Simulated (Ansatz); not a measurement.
Input file for Ansatz (a first-principles code): R-CCSD(T)/aug-cc-pVTZ on C2H4 (SMILES C=C).

Ansatz 0.2 input:
```yaml
crystal:
  periodic: [false, false, false]
  atoms:
    - {symbol: H, position_ang: [-0.92396100, 1.23195600, 1.75000000]}
    - {symbol: H, position_ang: [0.92396100, 1.23195600, 1.75000000]}
    - {symbol: H, position_ang: [0.92396100, -1.23195600, 1.75000000]}
    - {symbol: H, position_ang: [-0.92396100, -1.23195600, 1.75000000]}
    - {symbol: C, position_ang: [0.00000000, 0.66717600, 1.75000000]}
    - {symbol: C, position_ang: [-0.00000000, -0.66717600, 1.75000000]}
basis:
  gaussian:
    orbitals: aug-cc-pVTZ
magnetization: {spin_polarized: false}
correlation: {method: ccsd_t, electrons: outside_noble_gas}
scf: {lower_state_search: off}
```

The head of its log:

```
WARN ansatz: RAYON_NUM_THREADS=2 ignored (pool sized by the plan → 2); use --threads N
Functional definition: HF
these checks for a lower state are left out or cut short: stability, starts, cluster_reference, orbital_swaps, neighbouring_geometries, increment
integrals: 0.65 GiB planned
1034 factors; integrals over basis functions are off by at most 8.4e-4 eV
mean field: 0.40 GiB planned
mean field evaluation 1: about -2122.4053 eV, gradient 2.7e1 eV
mean field evaluation 2: about -2122.4065 eV, gradient 2.7e1 eV
mean field evaluation 4: about -2124.2299 eV, gradient 2.0e0 eV
mean field evaluation 8: about -2124.2449 eV, gradient 9.6e-5 eV
mean field -2124.24491595 eV, -78.0645607961 hartree, gradient 1.3e-6 eV, S^2 0.000000; 0 other end points of the search recorded, 0 dependent functions left out
2 core orbitals not correlated
reference -2124.24491595 eV, -78.0645607961 hartree; 6, 6 occupied and 176, 176 virtual orbitals, 1034 factors
```

**Question.** Predict the final total energy.

**Answer.** -78.4437 hartree (reference determinant -78.0646, T1 diagnostic 0.011).
